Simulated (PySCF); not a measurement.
Isomers of C5H7O (doublet state), one GFN2-xTB conformer each. Single-point energies are computed at B3LYP/pcH-1 (PySCF, gas phase, no added dispersion term), electronic only. GFN2-xTB treats the open shell by occupation alone, and not every SCF solution was tested for stability.

| SMILES | GFN2-xTB relative energy (kcal/mol) |
| --- | --- |
| O[CH]CC1=CC1 | 44.4 |
| O=[C]C1CCC1 | 0.0 |

Conformers: `[OH:1][CH:2][CH2:3][C:4]1=[CH:5][CH2:6]1` (doublet state) with H–O1–C2–C3 -19°, O1–C2–C3–C4 -75°, C2–C3–C4–C5 -87°; `[O:1]=[C:2][CH:3]1[CH2:4][CH2:5][CH2:6]1` (doublet state) with O1–C2–C3–C4 11°, C2–C3–C4–C5 129°, C3–C4–C5–C6 -10°, C4–C5–C6–C3 10°, C2–C3–C6–C5 -132°.

Q: What does B3LYP/pcH-1 give for the same structures?

A: 
```csv
SMILES,B3LYP/pcH-1 E (Eh),B3LYP/pcH-1 (kcal/mol),GFN2-xTB (kcal/mol),point group
O=[C]C1CCC1,-269.90287,0.0,0.0,C1
O[CH]CC1=CC1,-269.82966,45.9,44.4,C1
```

Both levels put the same isomer lowest. As drawn, the lower has a four-membered ring, which the higher lacks; the higher has a three-membered ring and an O–H bond, which the lower lacks.
